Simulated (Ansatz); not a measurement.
Species: C$_{3}$H$_{3}$ (charge -1, singlet). It need not be the lowest isomer of its formula. Whether it binds its extra electron was not tested at this geometry. SMILES: [CH-]1C=C1
Structure (B3LYP-D3(BJ)/def2-TZVP (Ansatz, a quantum-chemistry and plane-wave program) minimum search):
```
C
C 1 1.2918
H 2 1.0857 1 143.25
H 1 1.0857 2 143.25 3 0.00
C 1 1.5845 4 146.70 2 -142.93
H 5 1.1216 1 105.80 4 -106.01
```
Charge -1, spin multiplicity 1.

Parts of the frozen-core correlation energy in aug-cc-pVTZ (Ansatz, hartree). Frozen orbitals: 3; correlated occupied orbitals by spin: 8 and 8; virtual: 196 and 196. No spin-orbit coupling. Non-relativistic. The restricted reference is unstable.

```
term                            value
-------------------------  ----------
reference (HF)             -115.16678
MP2 opposite-spin            -0.38960
MP2 same-spin                -0.12367
CCSD correlation             -0.52633
(T)                          -0.02985
T1 diagnostic                   0.015
largest doubles amplitude       0.028
```
